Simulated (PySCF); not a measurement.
C4H6FO (charge -1).
Numbering: `[CH3:1]/[C:2]([O-:3])=[C:4](\[CH3:5])[F:6]` (hydrogens: H7, H8, H9 on C1; H10, H11, H12 on C5)

Structure optimised with GFN2-xTB, isolated species.

Task: Give the optimised bond lengths and angles.

Result: 
| bond | length (Å) | order |
| --- | --- | --- |
| C1–C2 | 1.552 | single |
| C2–O3 | 1.263 | single |
| C2=C4 | 1.360 | double |
| C4–C5 | 1.498 | single |
| C4–F6 | 1.416 | single |
| C1–H7, C1–H8, C1–H9 | 1.090 | single |
| C5–H10, C5–H11, C5–H12 | 1.095 | single |

Bonds in one row agree within 0.01 Å and their mean is given. Orders are formal, as drawn. A selection of angles:
| angle | degrees |
| --- | --- |
| C2–C1–H7 | 111.2 |
| C2–C1–H9 | 108.4 |
| H7–C1–H8 | 108.3 |
| H7–C1–H9 | 108.9 |
| C1–C2–O3 | 118.0 |
| C1–C2–C4 | 113.2 |
| O3–C2–C4 | 128.8 |
| C2–C4–C5 | 128.3 |
| C2–C4–F6 | 120.5 |
| C5–C4–F6 | 111.3 |
| C4–C5–H10 | 108.8 |
| C4–C5–H11 | 112.7 |
| C4–C5–H12 | 112.4 |
| H10–C5–H11 | 107.9 |

Torsions: C1–C2–C4–C5 0° (synperiplanar).

The 3 C–C bonds span 1.360 Å (C2=C4, drawn double in one of several resonance forms) to 1.552 Å (C1–C2, drawn single), a spread of 0.192 Å. C4 (carbon bonded to 2 C and F) is planar (angles 128.3°, 120.5° and 111.3°, sum 360.0°, 0.00 Å off the plane of its three neighbours). Of the pairs four or more bonds apart, C5···H7 is among the closest relative to their van der Waals radii: 2.85 Å, 98 % of the sum of Bondi's values. The 6 heavy atoms lie in one plane (0.001 Å rms). C2 (vinylic carbon bearing oxygen) is planar (angles 128.8°, 118.0° and 113.2°, sum 360.0°, 0.00 Å off the plane of its three neighbours).

No frequency check.

These are computed values.
